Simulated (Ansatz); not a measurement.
# PBE0/def2-TZVP run of C2H3F (SMILES C=CF)

Aim: the vertical ionisation energy of C2H3F at PBE0/def2-TZVP, from 2 runs. 

The results are computed with Ansatz 0.2.0.

44 further runs of the same task are left out: 44 set aside as unsound or not needed.

### 1 Starting point

C2H3F has 6 atoms, charge 0, and is taken as a singlet. SMILES: `C=CF`. The shape is that of a PBE0-D4/def2-TZVP optimisation.

Bond lengths: C1–C2 1.316 Å, C2–F3 1.336 Å, C1–H4 1.082 Å, C1–H5 1.081 Å, C2–H6 1.084 Å. Angles: C1–C2–F3 122.3°, C1–C2–H6 125.7°, F3–C2–H6 112.0°, C2–C1–H4 121.6°, C2–C1–H5 119.2°, H4–C1–H5 119.2°.

### 2 A single-point energy at PBE0/def2-TZVP

input.yaml

```yaml
crystal:
  periodic: [false, false, false]
  atoms:
    - {symbol: C, position_ang: [-0.536200, 0.076400, -0.442800]}
    - {symbol: C, position_ang: [0.490000, -0.016300, 0.376600]}
    - {symbol: F, position_ang: [0.966200, -1.192400, 0.795500]}
    - {symbol: H, position_ang: [-1.043900, -0.803300, -0.816600]}
    - {symbol: H, position_ang: [-0.880200, 1.054100, -0.749700]}
    - {symbol: H, position_ang: [1.046100, 0.817400, 0.790700]}
basis:
  gaussian:
    orbitals: def2-TZVP
hamiltonian:
  xc: pbe0
accuracy: high
output:
  orbitals: {seedname: orbitals}
```

On the command line:

```console
$ ansatz run input.yaml --threads 1 --pin off --max-ram 3480MiB --events-out events.jsonl --progress --plain --runs-dir runs
```

Standard output:

```text
Warning: RAYON_NUM_THREADS=1 ignored (pool sized by the plan → 1); use --threads N
Functional definition: PBE0
  name "PBE0"
  parameter a = 0.25
  parameter kappa = 0.804
  parameter beta = 0.06672455060314922
  exchange = (1 - a)*pbe_x(kappa = kappa, mu = beta*pi^2/3) + a*exact_x
  correlation = pbe_c(beta = beta)
1965 factors; integrals over basis functions are off by at most 4.0e-9 eV
mean field evaluation 1: about -4831.4069 eV, gradient 4.4e1 eV
mean field evaluation 2: about -4830.6331 eV, gradient 4.4e1 eV
mean field evaluation 4: about -4835.6157 eV, gradient 2.6e0 eV
mean field evaluation 8: about -4835.6206 eV, gradient 1.7e-1 eV
mean field evaluation 16: about -4835.6207 eV, gradient 3.2e-6 eV
mean field -4835.62067798 eV, -177.7057822145 hartree, gradient 4.1e-8 eV, S^2 0.000000; 0 other end points of the search recorded, 0 dependent functions left out
reference -4835.62068006 eV, -177.7057822907 hartree; 12, 12 occupied and 99, 99 virtual orbitals, 1965 factors
Total energy: -4835.62068006 eV, -177.7057822907 hartree
```

Wall time 8.7 s (1 thread of Intel Xeon Platinum 8259CL at 2.50GHz (Skylake/Cascade Lake), shared host); peak memory 0.31 GiB.

### 3 The doublet cation, same level

molecule.yaml

```yaml
crystal:
  periodic: [false, false, false]
  atoms:
    - {symbol: C, position_ang: [-0.536200, 0.076400, -0.442800]}
    - {symbol: C, position_ang: [0.490000, -0.016300, 0.376600]}
    - {symbol: F, position_ang: [0.966200, -1.192400, 0.795500]}
    - {symbol: H, position_ang: [-1.043900, -0.803300, -0.816600]}
    - {symbol: H, position_ang: [-0.880200, 1.054100, -0.749700]}
    - {symbol: H, position_ang: [1.046100, 0.817400, 0.790700]}
basis:
  gaussian: {orbitals: def2-TZVP}
hamiltonian: {xc: {name: PBE0}}
output: {orbitals: {seedname: orbitals}}
magnetization: {spin_polarized: true, initial_magnetization: 1}
accuracy: high
total_charge: 1
```

On the command line:

```console
$ ansatz run molecule.yaml --threads 1 --pin off --max-ram 3480MiB --events-out events.jsonl --progress --plain --runs-dir runs
```

Standard output:

```text
Warning: RAYON_NUM_THREADS=1 ignored (pool sized by the plan → 1); use --threads N
Functional definition: PBE0
  name "PBE0"
  parameter a = 0.25
  parameter kappa = 0.804
  parameter beta = 0.06672455060314922
  exchange = (1 - a)*pbe_x(kappa = kappa, mu = beta*pi^2/3) + a*exact_x
  correlation = pbe_c(beta = beta)
1965 factors; integrals over basis functions are off by at most 4.0e-9 eV
mean field evaluation 1: about -4819.3797 eV, gradient 4.3e1 eV
mean field evaluation 2: about -4814.6400 eV, gradient 6.0e1 eV
mean field evaluation 4: about -4825.2110 eV, gradient 1.3e0 eV
mean field evaluation 8: about -4825.2407 eV, gradient 3.0e-2 eV
mean field evaluation 16: about -4825.2407 eV, gradient 8.9e-6 eV
mean field -4825.24071590 eV, -177.3243256438 hartree, gradient 3.7e-8 eV, S^2 0.752985; 0 other end points of the search recorded, 0 dependent functions left out
reference -4825.24071806 eV, -177.3243257231 hartree; 12, 11 occupied and 99, 100 virtual orbitals, 1965 factors
Total energy: -4825.24071806 eV, -177.3243257231 hartree
```

Wall time 13 s (1 thread of Intel Xeon Platinum 8259CL at 2.50GHz (Skylake/Cascade Lake), shared host); peak memory 0.38 GiB.

### 4 Summary of results

At PBE0/def2-TZVP:

| quantity | value |
| --- | --- |
| singlet C2H3F: total energy | -177.70578 Eh |
| singlet C2H3F: HOMO energy | -7.75 eV |
| singlet C2H3F: LUMO energy | 0.27 eV |
| singlet C2H3F: HOMO–LUMO gap | 8.02 eV |
| doublet cation: total energy | -177.32433 Eh |
| doublet cation: HOMO energy (highest over α and β) | -17.28 eV |
| doublet cation: LUMO energy (lowest over α and β) | -13.00 eV |
| doublet cation: ⟨S²⟩ | 0.753 |
| vertical ionisation energy (to the doublet cation) | 10.380 eV |

Removing an electron at fixed nuclei costs 10.38 eV (239 kcal/mol). The negative HOMO energy of the first species, 7.75 eV, lies 2.63 eV below that difference.
